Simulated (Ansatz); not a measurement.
bcc Na, treated with LDA (Ansatz, a quantum-chemistry and plane-wave program, PAW).

Settings: plane-wave cutoff 520 eV, 16×16×16 k mesh, Fermi–Dirac smearing 0.1 eV, perturbation theory, scalar-relativistic PAW data made under PBE.

The cell has the measured lattice parameters. Conventional cell: a = 4.2874 Å, b = 4.2874 Å, c = 4.2874 Å, α = 90.00°, β = 90.00°, γ = 90.00°.

```
CELL_PARAMETERS angstrom
     -2.14370     2.14370     2.14370
      2.14370    -2.14370     2.14370
      2.14370     2.14370    -2.14370
ATOMIC_POSITIONS crystal
  Na 0.00000 0.00000 0.00000
```

Harmonic phonon frequencies (cm⁻¹; i marks an imaginary mode):

```json
[
 {"q point": "H", "frequencies": "(withheld)"},
 {"q point": "N", "frequencies": "(withheld)"},
 {"q point": "P", "frequencies": "79 79 79"}
]
```

Question: Some entries are withheld; supply them.

Answer: 
- H, frequencies: 106 106 106
- N, frequencies: 21 79 103

No imaginary mode appears at these points.

Note: the cell isn't this level's own, so it is under some stress, which shifts stiffness and frequencies.
